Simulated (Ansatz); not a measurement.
## ClF, singlet: energies of several shapes or isomers

Program: Ansatz, Gaussian basis, development build. Basis cc-pV(T+d)Z on Cl, cc-pVTZ on F, nonrelativistic, 6 orbitals frozen in the corrections; active space CAS(10,6). Restricted Hartree–Fock, then the lowest state-specific CASSCF solution met for each case. Coupled cluster stands on the determinant that it favours, not always the lowest RHF. On stretched bonds single-reference methods can fail or change state. Solutions in different active orbitals can move differences by tenths of an eV and at times more than 1 eV.

Case A: bond length 1.6280 Å.

Case B: bond length 1.7908 Å.

Energy less that of case A, in eV:

| case | RHF/ROHF | CASSCF |
| --- | --- | --- |
| B | +0.544 | +0.135 |

(1) Give the CCSDT energies against case A.

Results:

(1) B: +0.235 eV (5.4 kcal/mol).
